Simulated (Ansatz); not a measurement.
System: CH₂F, charge 0, multiplicity 2. It need not be the lowest isomer of its formula. 
Structure (B3LYP-D3(BJ)/def2-TZVP (Ansatz, an electronic-structure program) minimum search):
```
C
F 1 1.3401
H 1 1.0804 2 114.92
H 1 1.0804 3 124.90 2 152.91
```
Charge 0, spin multiplicity 2.

Computed values are from Ansatz. Valence correlation only, unless marked. UHF or UKS for open shells. Spin-orbit coupling is left out. No relativistic terms. Basis-set limits of correlation are two-point, X^-3; Hartree-Fock from the larger set.

The atomisation energy De comes out as 1309.9 kJ/mol at CCSD(T)/CBS(cc-pVTZ,cc-pVQZ), the total energy comes out as -138.9544 Eh at CCSD(T)/CBS(cc-pVTZ,cc-pVQZ) and the dipole moment is 1.34 D at CCSD(T)/aug-cc-pVDZ. The T1 diagnostic is 0.015 at CCSD/def2-QZVPP.
